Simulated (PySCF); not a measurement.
CH₂N₂.
SMILES: `NC#N`

The calculation used PySCF 2.14.0, PBE0-D3(BJ)/def2-SVP geometry optimisation, gas phase.

Take the most abundant isotopes and a rigid rotor. 

Task: Give the principal moments of inertia and the rotational constants in GHz.

Result: Ia = 1.63, Ib = 49.59, Ic = 50.87 u·Å²; 505379 MHz·u·Å²/I gives 309743, 10191 and 9934 MHz, that is A = 309.74, B = 10.191, C = 9.9341 GHz.

Task: Classify the top.

Result: A near-prolate asymmetric top. Ray's parameter κ = (2B − A − C)/(A − C) = -0.998; −1 is the prolate and +1 the oblate limit.

Task: Is it planar, by Δ = Ic − Ia − Ib?

Result: Not planar: Δ = Ic − Ia − Ib = -0.35 u·Å². For a rigid frame Δ = −2 Σ m c², so Σ m c² = 0.17 u·Å² lies off the ab plane: 0.14 from hydrogen and 0.03 from heavier atoms. The atom farthest from that plane is 0.27 Å away.

Task: List the rotational levels J(Ka,Kc) to J = 2 (MHz).

Result: Above 0(0,0):
J = 1: 1(0,1) 20125, 1(1,1) 319677, 1(1,0) 319934
J = 2: 2(0,2) 60376, 2(1,2) 359671, 2(1,1) 360442, 2(2,1) 1259098, 2(2,0) 1259098

Task: Which lines would a microwave search look for?

Result: The dipole components are |μa| = 4.50 D, |μb| = 0.00 D, |μc| = 1.03 D; the mirror of this Cs structure is the ac plane, so μb vanishes by symmetry and there are no b-type lines. The squared components, which scale the intensities, stand as 1.00 : 0.05 (a : c). Some lines, for components of 0.1 D or more:

```
type  branch         J(Ka,Kc)      MHz  lower level (cm⁻¹)
   a       Q  2(1,1) ← 2(1,2)      771              11.997
   a       R  2(0,2) ← 1(0,1)    40250               0.671
   a       R  2(1,1) ← 1(1,0)    40508              10.672
   a       R  3(1,3) ← 2(1,2)    59990              11.997
   a       R  3(0,3) ← 2(0,2)    60375               2.014
   a       R  3(1,2) ← 2(1,1)    60761              12.023
   a       R  4(3,2) ← 3(3,1)    80502              93.994
   a       R  4(1,3) ← 3(1,2)    81015              14.050
   a       R  5(0,5) ← 4(0,4)   100623               6.713
   a       R  5(3,2) ← 4(3,1)   100627              96.680
   a       R  5(1,4) ← 4(1,3)   101269              16.752
   c       Q  5(1,5) ← 5(0,5)   297757              10.069
   c       Q  1(1,1) ← 1(0,1)   299552               0.671
   c       R  3(1,2) ← 2(0,2)   360828               2.014
   c       Q  4(2,3) ← 4(1,3)   897756              16.752
   c       R  5(2,3) ← 4(1,3)   998388              16.752
   c       Q  5(3,3) ← 5(2,3)  1498399              50.055
   c       Q  4(3,2) ← 4(2,2)  1498401              46.698
   c       Q  3(3,1) ← 3(2,1)  1498402              44.013
   c       R  4(3,1) ← 3(2,1)  1578904              44.013
   c       R  4(3,2) ← 3(2,2)  1578904              44.013
   c       R  5(3,2) ← 4(2,2)  1599028              46.698
   c       R  4(4,0) ← 3(3,0)  2178265              93.994
```

Task: Estimate the classical rotational partition function at 298.15 K and 500 K.

Result: Point group Cs, symmetry number σ = 1; q = (√π/σ)·√((kT/h)³/(ABC)), k/h = 20836.6 MHz/K: 4900 at 298.15 K, 10600 at 500 K.

Not checked by PBE0-D3(BJ)/def2-SVP frequencies. No vibrational averaging or centrifugal distortion is included, and the geometry carries the error of its method. A rigid rotor knows nothing of inversion at nitrogen, which can split or shift real lines. Quadrupole hyperfine structure (14N) is left out.
